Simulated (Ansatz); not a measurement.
Reaction (SMILES): FCF → C atom + 2 F atom + 2 H atom
B3LYP-D3(BJ)/def2-TZVP geometries, fixed; electronic energies without zero-point terms.

Basis-set convergence of the atomisation energy at PBE0 with Ansatz (a first-principles code). Cartesian d functions, on some or all atoms, in 6-31G**, 6-31+G*; all else is spherical. The program fits the integrals of some runs and decomposes those of others, by size. Open shells are unrestricted. No added dispersion term, no relativity. Functions are those of the species that has most. Reference: the value in aug-pcseg-3, 436.95 kcal/mol, itself unsure by roughly 0.29 kcal/mol (its mean distance from aug-cc-pVQZ, cc-pV5Z, def2-QZVPPD). Deviations are taken from unrounded values.

| basis | functions | atomisation energy (kcal/mol) | minus reference (kcal/mol) |
|---|---|---|---|
| pcseg-0 | 31 | 405.91 | -31.04 |
| def2-SV(P) | 46 | 437.35 | 0.40 |
| def2-SVP | 52 | 440.33 | 3.37 |
| 6-31G** | 55 | 439.04 | 2.08 |
| 6-31+G* | 61 | 432.65 | -4.31 |
| 6-311+G** | 78 | 431.01 | -5.94 |
| aug-cc-pVDZ | 87 | 430.63 | -6.32 |
| cc-pVTZ | 118 | 436.48 | -0.47 |
| 6-311++G(3df,3pd) | 153 | 438.56 | 1.61 |
| cc-pVQZ | 225 | 437.02 | 0.07 |
| aug-cc-pVQZ | 332 | 436.81 | -0.14 |
| aug-pcseg-3 | 353 | 436.95 | 0.00 |
| cc-pV5Z | 383 | 436.78 | -0.18 |

The smallest set listed that lies within 1 kcal/mol of the reference with all its larger relatives (same family, alike in diffuse functions; a set with none counts only in the reference's own line) is cc-pVTZ (118 functions, -0.47 kcal/mol off). Inside the window by cancellation, since a larger relative falls out: def2-SV(P). Inside, with no larger relative to test it: aug-cc-pVQZ. (Relatives not listed, tested too: def2-TZVP -1.18, def2-TZVPP -0.74, def2-QZVP -0.54, def2-QZVPP -0.54 kcal/mol.)
